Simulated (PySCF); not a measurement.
Compound: dimethylketene, C₄H₆O.
Bonds: C1–C2, C2–C3, C2–C4 (double), C4–O5 (double). Hydrogens: H6, H7, H8 on C1; H9, H10, H11 on C3.

The computed photoelectron lines, unassigned: C 1s: 290.78 (area 1), 291.21 (area 2), 293.48 (area 1) eV; O 1s: 539.25 eV.

Method used: delta-SCF UKS SCAN, pcX-2 on the ionised atom, pcseg-1 elsewhere, spin-free X2C in PySCF 2.14.0. Geometry: PBE0-D3(BJ)/def2-SVP; no solvent, vibrations or thermal averaging.

**Question.** Which carbon gives which C 1s line?

**Answer.** 290.78 eV: C2 (outer carbon of cumulated double bonds); 291.21 eV: C1/C3 (methyl carbon); 293.48 eV: C4 (central carbon of a ketene). Lowest listed C 1s: C2, bonded to C (double bond) and 2 C. Highest, 2.70 eV above it: C4, bonded to O (double bond) and C (double bond). The widest gap between neighbouring values is 2.27 eV, between 291.21 and 293.48 eV. Summing the Pauling electronegativity differences to the bonded atoms, each weighted by its formal bond order, gives 0.00 for the lowest site and +1.78 for the highest; no listed site has a larger sum than the highest. The smallest sum, -1.05, belongs to C1/C3, 0.43 eV above the lowest.

Bonded neighbours of each site: C1/C3: C and 3 H; C2: C (double bond) and 2 C; C4: O (double bond) and C (double bond); O5: C (double bond).

**Question.** Which photon wavelength matches the C 1s of C4 threshold?

**Answer.** λ = hc/E = 12398.42 eV Å / 293.48 eV = 42.246 Å.

Atoms equivalent by their bonding share one computed value, that of the first of them.
